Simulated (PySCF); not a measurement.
## Static response to an electric field

Compound: butane, C₄H₁₀.
Geometry (GFN2-xTB, Å), atoms numbered from 1 in this order:
```
atom  x, y, z in Å
C1     1.8727   -0.5147    0.3611
C2     0.4398   -0.0636    0.6168
C3    -0.4399   -0.2223   -0.6212
C4    -1.8726    0.2288   -0.3641
H5     2.3222    0.0730   -0.4368
H6     2.4770   -0.3956    1.2576
H7     1.8965   -1.5623    0.0680
H8     0.4401    0.9844    0.9261
H9     0.0160   -0.6507    1.4350
H10   -0.4408   -1.2709   -0.9282
H11   -0.0162    0.3626   -1.4411
H12   -1.8972    1.2769   -0.0729
H13   -2.4795    0.1071   -1.2586
H14   -2.3187   -0.3581    0.4362
```

Level: CAM-B3LYP/def2-SVPD (PySCF), static field, nuclei fixed, core orbitals frozen in the response. The polarisability tensor in these axes (au):

```
x   57.81 -2.28  2.03
y   -2.28 47.23  0.27
z    2.03  0.27 49.12
```

Question: Diagonalise the tensor; give its mean and Δα, where Δα² is half the sum of the squared differences of the eigenvalues.

Answer: Principal values 46.56, 48.93 and 58.67 au; mean 51.39 au = 7.61 Å³ = 8.47 × 10⁻⁴⁰ C²·m²/J; Δα = 11.12 au (22 % of the mean).

Question: What is the dipole moment?

Answer: 0.00 D; point group C2h allows none.

Question: What depolarisation ratio follows for Rayleigh scattering of linearly polarised light, taking the static tensor?

Answer: ρ = 3Δα²/(45ᾱ² + 4Δα²) = 370.9/(118829 + 494.5) = 0.00311.

Question: Refractivity n − 1 of an ideal gas of it at 400 K and 1 atm, from the electronic α?

Answer: N = p/kT = 1.8347 × 10¹⁹ cm⁻³, so n − 1 = 2π × N × 7.61 × 10⁻²⁴ cm³ = 878 × 10⁻⁶ at long wavelengths, for an ideal gas.

Question: Find the Langevin capture rate constant for H3O+ (19.018 u) meeting this molecule (58.078 u), k = 2.342 × 10⁻⁹ cm³/s × √(α in Å³ / reduced mass in u).

Answer: The reduced mass is 14.33 u, so k = 1.71 × 10⁻⁹ cm³/s.

Question: Form Σ f/ω² (atomic units) for the 8 lowest TDDFT singlets, given as eV and f, and set it beside the mean polarisability, which is this sum over all singlets: 8.87, 0.0000; 8.91, 0.0000; 9.29, 0.0000; 9.39, 0.0046; 9.44, 0.0521; 9.75, 0.0495; 9.79, 0.1377; 9.82, 0.0789.

Answer: They add up to 2.53 au, 4.9 % of the 51.39 au; the largest single term is 1.06 au, from the state at 9.79 eV. Terms in order: 0.00, 0.00, 0.00, 0.04, 0.43, 0.39, 1.06, 0.61 au. Higher excitations give the rest. The strengths listed sum to 0.323.

Question: Estimate the molar refractivity from the static electronic polarisability.

Answer: Lorentz–Lorenz: R = (4π/3)N_A α = 2.5225 cm³/(mol·Å³) × 7.61 Å³ = 19.2 cm³/mol, in the limit of long wavelengths.

The structure is a single GFN2-xTB conformer in the gas phase; no vibrational or solvent corrections.
